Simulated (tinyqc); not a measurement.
Inside a calculation. Method: UHF in the sto-3g basis, for LiH, spin multiplicity 3. One step of it, computed by the program tinyqc.

Question. Iteration 2: diagonalisation and new density. Diagonalise F' = X^T F X, C = X C', fill 3 alpha and 1 beta electrons from the bottom; D(s) = C_occ C_occ^T. Each column has its largest component positive (the first on a tie).

F(alpha) (hartree), lower triangle:
```
            1Li 1s     1Li 2s    1Li 2px    1Li 2py    1Li 2pz      2H 1s
1Li 1s   -2.334835
1Li 2s   -0.638636  -0.316657
1Li 2px  -0.004074   0.007715   0.065462
1Li 2py   0.005213   0.097052  -0.050718   0.020456
1Li 2pz  -0.020437  -0.158787  -0.105700  -0.023769  -0.148450
2H 1s    -0.284050  -0.373055  -0.065714   0.056639  -0.389935  -0.506571
```

F(beta) (hartree), lower triangle:
```
            1Li 1s     1Li 2s   1Li 2px    1Li 2py    1Li 2pz      2H 1s
1Li 1s   -2.315141
1Li 2s   -0.620809  -0.087124
1Li 2px   0.000914  -0.006814  0.198983
1Li 2py  -0.014258  -0.052326  0.006537   0.204752
1Li 2pz  -0.007565  -0.087446  0.013057   0.004089   0.126934
2H 1s    -0.271079  -0.159638  0.003314  -0.013145  -0.121210  -0.078880
```

X, lower triangle:
```
            1Li 1s     1Li 2s   1Li 2px   1Li 2py    1Li 2pz     2H 1s
1Li 1s    1.023035
1Li 2s   -0.122554   1.143494
1Li 2px   0.000000   0.000000  1.000000
1Li 2py   0.000000   0.000000  0.000000  1.000000
1Li 2pz   0.003219   0.147685  0.000000  0.000000   1.180681
2H 1s    -0.012743  -0.338445  0.000000  0.000000  -0.414597  1.302354
```

Give: F' = X^T F X; orbital energies; coefficients C; F' = X^T F X; orbital energies; coefficients C; D(alpha) after iteration 2; D(beta) after iteration 2.

Answer.

F' = X^T F X (alpha) (hartree), lower triangle:
```
        1       2       3       4       5       6
1  -2.282
2  -0.334  -0.080
3  -0.005   0.016   0.065
4  -0.007   0.088  -0.051   0.020
5   0.005   0.006  -0.096  -0.037   0.071
6  -0.077  -0.268  -0.044   0.051  -0.356  -0.212
```

orbital energies (alpha) (hartree): MO1 -2.338, MO2 -0.551, MO3 -0.122, MO4 0.100, MO5 0.113, MO6 0.380

coefficients C (alpha):
```
            MO1     MO2     MO3     MO4     MO5     MO6
1Li 1s    0.990  -0.164  -0.150  -0.158  -0.061   0.059
1Li 2s    0.035   0.247   0.586   0.660   0.336  -0.711
1Li 2px   0.002   0.110  -0.427   0.004   0.890   0.111
1Li 2py  -0.004  -0.089  -0.585   0.754  -0.280   0.055
1Li 2pz   0.009   0.271  -0.390  -0.216  -0.077  -1.144
2H 1s     0.007   0.705  -0.064  -0.149  -0.264   1.179
```

F' = X^T F X (beta) (hartree), lower triangle:
```
        1       2      3       4       5      6
1  -2.262
2  -0.344   0.103
3   0.002  -0.007  0.199
4  -0.008  -0.053  0.007   0.205
5   0.013   0.013  0.013   0.003   0.269
6  -0.097  -0.168  0.001  -0.001  -0.236  0.128
```

orbital energies (beta) (hartree): MO1 -2.317, MO2 -0.102, MO3 0.143, MO4 0.196, MO5 0.241, MO6 0.482

coefficients C (beta):
```
           MO1     MO2     MO3     MO4     MO5     MO6
1Li 1s   0.993  -0.166  -0.175  -0.017   0.126   0.044
1Li 2s   0.027   0.327   0.773   0.053  -0.529  -0.686
1Li 2px  0.000  -0.014   0.125   0.947   0.296  -0.021
1Li 2py  0.006   0.072   0.559  -0.311   0.763   0.052
1Li 2pz  0.003   0.303  -0.332  -0.061   0.268  -1.145
2H 1s    0.003   0.644  -0.287   0.047   0.086   1.215
```

D(alpha) after iteration 2, lower triangle:
```
         1Li 1s  1Li 2s  1Li 2px  1Li 2py  1Li 2pz  2H 1s
1Li 1s    1.030
1Li 2s   -0.094   0.406
1Li 2px   0.048  -0.223    0.195
1Li 2py   0.099  -0.365    0.240    0.350
1Li 2pz   0.023  -0.161    0.197    0.204    0.226
2H 1s    -0.099   0.137    0.105   -0.026    0.216  0.501
```

D(beta) after iteration 2, lower triangle:
```
         1Li 1s  1Li 2s  1Li 2px  1Li 2py  1Li 2pz  2H 1s
1Li 1s    0.986
1Li 2s    0.027   0.001
1Li 2px   0.000   0.000    0.000
1Li 2py   0.006   0.000    0.000    0.000
1Li 2pz   0.003   0.000    0.000    0.000    0.000
2H 1s     0.003   0.000    0.000    0.000    0.000  0.000
```
